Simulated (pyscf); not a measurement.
# Routes from HO–B(OH)–OH + H₂

Candidate steps break at most two bonds and form at most two. Each was searched with GFN2-xTB (tblite) first. Structures and frequencies: ωB97X-D3(BJ)/def2-SVP in PySCF. Energies: ωB97M-D3(BJ)/def2-TZVP, eV, from the separated reactants, singlet surface; ΔG‡ with ideal gas, 1 atm, RRHO with modes under 100 cm⁻¹ raised to 100, one conformer, R ln 2 for chiral ones without a mode under 150 cm⁻¹.

| products | type | ΔE‡ | ΔE | ΔG‡ 298 K | ΔG‡ 900 K | ν‡ (cm⁻¹) |
|---|---|---|---|---|---|---|
| H₂O + HO–BH–OH | four-centre exchange | 2.36 | +1.10 | 2.69 | 3.36 | 1462i |
| HO–B(OH)–OH + H₂ | four-centre exchange | 3.16 | 0.00 | 3.38 | 4.03 | 2854i |

Plain bond fissions and candidates not yet searched are not listed, and one of them may be faster. Each barrier is that of the saddle found; lower ones may exist.
